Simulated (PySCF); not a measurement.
Q: What does the PBE0-D3(BJ)/def2-SVP structure of InChI=1S/C4H6S/c1-4(2)3-5/h3H,1H2,2H3 look like in three dimensions?

A: 
```
atom  x, y, z in Å
C1    -0.219    1.476    0.118
C2    -0.042    0.144   -0.005
C3    -1.151   -0.849    0.142
C4     1.306   -0.335   -0.296
S5     1.751   -1.886   -0.485
H6    -1.197    1.913    0.335
H7     0.621    2.166    0.002
H8    -0.921   -1.564    0.946
H9    -2.106   -0.354    0.359
H10   -1.253   -1.449   -0.775
H11    2.059    0.464   -0.388
```

Any rigid rotation of these coordinates is as good. Atoms count from 1 in this order. The C–C distances run from 1.349 Å (C1=C2, drawn double) to 1.495 Å (C2–C3, drawn single), a spread of 0.146 Å. Of the pairs four or more bonds apart, H7···H11 is among the closest relative to their van der Waals radii: 2.26 Å, 94 % of the sum of Bondi's values. The 5 heavy atoms lie in one plane (0.000 Å rms).

Bonds between heavy atoms (Å): C1=C2 1.349, C2–C3 1.495, C2–C4 1.460, C4=S5 1.625.

Level of theory: PySCF 2.14.0, PBE0-D3(BJ)/def2-SVP geometry optimisation, gas phase.

Point group: Cs (tolerance 0.08 Å). Stationary, but not proved a minimum. One conformer, not necessarily the lowest (C1–C2–C4–S5 180°).

Time: 16 s; peak memory 0.44 GiB. Hardware: an Arm Neoverse V2 with one thread, on a shared host. That covers the optimisation of the geometry.
